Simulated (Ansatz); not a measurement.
Cartesian coordinates in Å:
```
C -2.033 -1.016 -2.289
C -1.482 -0.312 -1.061
C -0.061 0.191 -1.263
C 0.497 0.994 -0.095
C 0.569 0.266 1.246
C 1.408 -1.000 1.169
C 1.108 1.202 2.318
H -3.052 -1.374 -2.126
H -1.416 -1.879 -2.556
H -2.050 -0.346 -3.153
H -1.516 -0.996 -0.207
H -2.129 0.533 -0.798
H 0.595 -0.659 -1.482
H -0.035 0.821 -2.161
H 1.506 1.341 -0.352
H -0.110 1.899 0.034
H -0.450 -0.019 1.536
H 0.993 -1.727 0.468
H 1.474 -1.486 2.146
H 2.428 -0.769 0.844
H 2.131 1.511 2.082
H 0.499 2.107 2.400
H 1.125 0.718 3.298
```

Charge 0, multiplicity 1.

List the ωB97M-V/def2-TZVPP orbital energies in eV (Ansatz 0.2.0). (Estimate.)

Ansatz gave: Occupied: -281.33, -281.14, -281.08, -281.06, -280.97, -280.93, -280.92, -25.65, -24.51, -22.68, -21.77, -20.38, -19.15, -17.87, -15.88, -15.50, -14.73, -14.49, -14.00, -13.60, -13.12, -12.90, -12.45, -12.11, -11.81, -11.57, -11.12, -11.07, -10.82. Lowest empty: 2.54, 3.03, 3.28, 3.42, 3.95, 4.28, 4.41, 4.58.
